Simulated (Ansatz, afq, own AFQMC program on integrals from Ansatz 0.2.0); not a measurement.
**CHN, quintet: AFQMC among the cluster methods**

| atom | x (Å) | y (Å) | z (Å) |
| --- | --- | --- | --- |
| N | 0.0000 | 0.0792 | 0.6323 |
| C | 0.0000 | -0.1496 | -0.6235 |
| H | 0.0000 | 0.6827 | -1.3569 |

Connectivity, by distances: N–CH.

Basis cc-pVDZ. Only valence electrons are correlated. AFQMC by an in-house program on the Cholesky factors that Ansatz 0.2.0 writes for its CCSD(T) run. The CISD trial takes its coefficients from CCSD amplitudes. Released means that phaseless walkers are propagated on without the constraint, phases kept. Uncertainties: one standard error, sampling alone.

Determinant: UHF, the one that the program's search chose, which needn't be the lowest solution. The geometry is a PBE0/def2-TZVP stationary point of this or a neighbouring charge and spin state.

No full CI on the walks' own integrals is used here; CCSDT(Q) serves as the reference and is uncertain by about the last step of the cluster series.

Cautions: another spin lies lower (by 8.16 eV).

- T1 diagnostic: 0.0202
- weight of the determinant in the CISD state: 0.922
- ⟨S²⟩ of the determinant: 6.014
- size of the correlated space: 10 electrons in 31 orbitals

```
  level  correlation energy (eV)
    MP2                  -4.5405
   CCSD                  -5.3920
CCSD(T)                  -5.4866
```

Question: Estimate where phaseless AFQMC with a CISD trial lies against CCSD(T) on the same integrals.

Answer: 1.7 ± 0.2 kJ/mol below CCSD(T).

Reference: CCSDT(Q), correlation energy -5.509 eV. The released energy is read at 2.40 1/Eh (meV from the phaseless value at times in 1/Eh: -2.4 ± 2.0 at 0.24, -3.8 ± 1.6 at 0.51, -4.5 ± 1.6 at 0.99, -5.6 ± 1.4 at 1.62, -7.6 ± 2.3 at 2.40).

```tsv
level	E − E(reference) (kJ/mol)	share of correlation (%)
CCSD(T)	2.2	99.59
CCSDT	0.5	99.91
ph-AFQMC/CISD	0.5 ± 0.2	99.91
released AFQMC	-0.2 ± 0.2	100.05
```

A walk keeps the symmetry of its determinant, which the program's search chose and which needn't be the lowest solution, so a lower state of the same spin and another symmetry isn't excluded. Released energies are given only where the last usable release times agree within the noise; a slower fall can still hide under it.
